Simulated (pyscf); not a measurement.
**Four-centre exchange: H₃Si–SiH(SiH₃)–SiH₃ (SMILES [SiH3][SiH]([SiH3])[SiH3]) + NH₃ (SMILES N) → H₂N–SiH₂–SiH(SiH₃)–SiH₃ (SMILES N[SiH2][SiH]([SiH3])[SiH3]) + H₂ (SMILES [H][H])**

Gas phase, singlet surface, charge 0. Bonds broken: Si2–H6, N15–H16. Bonds formed: Si2–N15, H6–H16. Structures and frequencies: ωB97X-D3(BJ)/def2-SVP in PySCF.

Transition state (Å):

```xyz
18

Si    -0.2576     0.3971    -0.3167
Si     0.8811    -0.6457     1.5072
Si     1.0482     2.1851    -1.0505
Si    -2.2953     1.2935     0.3717
H     -0.4904    -0.5092    -1.4919
H      2.1276    -1.4962     2.6449
H      1.0408     0.5338     2.3997
H     -0.0481    -1.7441     1.8815
H      1.1895     3.1850     0.0520
H      2.4309     1.7056    -1.3862
H      0.5058     2.8814    -2.2548
H     -2.9658     2.0666    -0.7168
H     -3.2285     0.2216     0.8336
H     -2.0468     2.2213     1.5175
N      2.3994    -1.1548     0.4891
H      2.6572    -1.5240     1.6076
H      2.2376    -1.8673    -0.2270
H      2.9530    -0.3921     0.0897
```

One imaginary mode, 1467i cm⁻¹; descent along it reached the two sides named, in the forms told below.

```json
[
 {"bond": "Si2–H6", "change": "breaks", "reactant side (Å)": "1.492", "saddle": "1.890", "product side": "4.1"},
 {"bond": "N15–H16", "change": "breaks", "reactant side (Å)": "1.020", "saddle": "1.206", "product side": "2.6"},
 {"bond": "Si2–N15", "change": "forms", "reactant side (Å)": "3.0", "saddle": "1.898", "product side": "1.744"},
 {"bond": "H6–H16", "change": "forms", "reactant side (Å)": "2.9", "saddle": "1.165", "product side": "0.763"}
]
```

Electronic energies relative to the separated reactants (eV):

```csv
level,barrier,reaction energy,reverse barrier
ωB97X-D3(BJ)/def2-TZVP,1.88,-0.22,2.10
PBE/def2-TZVP,1.66,-0.10,1.76
r²SCAN/def2-TZVP,1.74,-0.19,1.93
B3LYP-D3(BJ)/def2-TZVP,1.86,-0.20,2.05
PBE0-D3(BJ)/def2-TZVP,1.71,-0.15,1.86
M06-2X/def2-TZVP,1.87,-0.30,2.18
ωB97M-D3(BJ)/def2-TZVP,1.86,-0.19,2.05
HF/def2-TZVP,2.75,-0.02,2.78
```

With ωB97M-D3(BJ)/def2-TZVP energies and thermal terms (ideal gas, 1 atm, RRHO with modes under 100 cm⁻¹ raised to 100, one conformer, R ln 2 for chiral ones without a mode under 150 cm⁻¹), in eV:

```tsv
T (K)	ΔH‡	ΔG‡	ΔH	ΔG
298	1.76	2.22	-0.32	-0.22
600	1.77	2.69	-0.26	-0.14
900	1.80	3.15	-0.21	-0.09
1200	1.85	3.59	-0.18	-0.05
```

On the reactant side the descent ends in a complex (not fully relaxed), 0.21 eV under the separated species and 2.09 eV under the saddle at ωB97X-D3(BJ)/def2-TZVP. At the saddle there is also a short H–Si contact that neither side keeps. H₂N–SiH₂–SiH(SiH₃)–SiH₃ lies 0.41 eV over its isomer H₃Si–NH–SiH(SiH₃)–SiH₃ (electronic energy, ωB97M-D3(BJ)/def2-TZVP). This is the saddle that the search found; another between the same sides may lie lower.
